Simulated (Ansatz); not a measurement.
Two structures of BH3O2, singlet, reached by relaxing down either side of one saddle point (PBE0-D4/def2-TZVP). Energies are electronic, without zero-point energy. Computed with Ansatz 0.2.0 (basis: def2-TZVPP and def2-QZVPP); correlated methods freeze the cores. Extrapolation: Hartree–Fock as exp(−7.88 √X), correlation as X^−2.97. First:

B1  (-0.169, 0.138, -0.279)
O2  (0.896, 0.277, 0.562)
O3  (-1.018, -0.902, -0.106)
H4  (-0.763, -1.462, 0.634)
H5  (-0.383, 0.907, -1.172)
H6  (1.438, 1.041, 0.361)
(Å)

Second:

```
6
angstrom
B -0.9743 0.0321 -0.9321
O 0.8141 0.3167 0.9256
O -1.2806 -1.0757 -0.5754
H 0.4353 -0.5563 1.0723
H -0.7573 1.1021 -1.3574
H 1.7629 0.1810 0.8670
```

Q: Which bonds change from the first to the second?

A: BH₃O₂ ([OH][BH][OH]) → BHO ([BH][O]) + H₂O; bonds formed: O2–H4; bonds broken: B1–O2, O3–H4.

Q: Give the saddle point's structure and its height above each. (To be estimated.)

A: By the calculation: 55.12 kcal/mol above the first and 15.82 kcal/mol above the second (CCSD(T) at an estimated basis limit (MP2 extrapolated from triple and quadruple zeta, plus CCSD(T) − MP2 in triple zeta)).
B1  (-0.485, 0.134, -0.481)
O2  (0.519, 0.285, 0.721)
O3  (-0.972, -1.020, -0.231)
H4  (0.036, -0.733, 0.737)
H5  (-0.560, 1.029, -1.261)
H6  (1.461, 0.305, 0.515)
(Å)

T1 diagnostic: at most 0.018.

Labels in which every atom is bracketed show which atoms are joined, not bond orders.

For scale, one of the runs: CCSD(T)/def2-TZVPP, 135 basis functions, launched by `ansatz run in.yaml --threads 2 --pin off --events-out ev --progress --plain --max-ram 4352MiB`. The run took 9 s on 2 CPU threads of an Arm Neoverse V1 (shared host), with 0.76 GiB of host memory at its peak.
